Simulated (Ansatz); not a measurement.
cyclo-(PH)3 (P3H3). The state is a singlet with charge 0. Geometry PBE0-D4/def2-TZVP, basis def2-TZVP, Ansatz.

```xyz
6

P    -1.0909   -0.4060   -0.5993
P     0.2889   -0.5946    1.1300
P     0.9722    0.3501   -0.7375
H    -1.6172    0.8698   -0.2602
H    -0.0245    0.6521    1.7360
H     1.4715   -0.8713   -1.2691
```

```csv
run,HOMO (eV),LUMO (eV)
A,-9.61,1.30
B,-9.69,2.63
C,-8.33,0.24
D,-7.47,-0.76
E,-7.23,-0.92
```

B3LYP takes the VWN-RPA correlation.

Task: The runs used B3LYP, BHLYP, HF, PBE0, ωB97X-V. Estimate which is which.

Result: A ωB97X-V (range-separated); B HF (100 % exact exchange); C BHLYP (50 % exact exchange); D PBE0 (25 % exact exchange); E B3LYP (20 % exact exchange). Exact exchange lowers occupied and raises empty levels; among semilocal functionals meta-GGAs tend to open the gap a little, and such runs are hard to tell apart. The gap grows from 6.32 eV (B3LYP) to 12.32 eV (HF).
